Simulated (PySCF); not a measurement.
## How well do the runs reproduce experiment for FHO?

**The experiment to reproduce.**

NIST CCCBDB Release 22 (SRD 101), experimental dipoles lists, for the gas: dipole moment 2.23 D.

How close the calculation comes is told at the end.

Species: FHO.
Atom-mapped SMILES: `[OH:1][F:2]` (hydrogens: H3 on O1)

Structure used (GFN2-xTB), in Å, numbered top down from 1:
```xyz
3
FHO angstrom
O     -0.1922    0.4637   -0.0022
F      1.0275   -0.1925   -0.0116
H     -0.8238   -0.2737    0.0012
```

The PySCF runs (gas phase, on this GFN2-xTB geometry; no spin–orbit coupling):

| level | job | basis functions | wall time |
| --- | --- | --- | --- |
| PBE0/pcSseg-1 | shieldings, charges and field gradients | 39 | 1.1 s |
| B3LYP/pcJ-1 | spin–spin couplings from 3 perturbed nuclei | 64 | 0.8 s |

Hardware: Arm Neoverse V2, one thread (shared host).

Results beside the measurements:

**Dipole moment.** Measured: 2.23 D (NIST CCCBDB Release 22 (SRD 101), experimental dipoles).

```json
{"level": "PBE0/pcSseg-1", "computed (D)": "2.05", "computed − measured (D)": "-0.18", "% (from the printed values)": "-8"}
{"level": "B3LYP/pcJ-1", "computed (D)": "2.08", "computed − measured (D)": "-0.15", "% (from the printed values)": "-7"}
```

Closest is B3LYP/pcJ-1 (-0.15 D), furthest PBE0/pcSseg-1 (-0.18 D); one molecule doesn't rank methods. The computed dipoles belong to one fixed geometry; measured ones are averaged over vibrations unless marked μe. Magnitudes are compared, not signs.

The geometry is computed, not the measured one. Where a level misses, the cause wasn't examined.
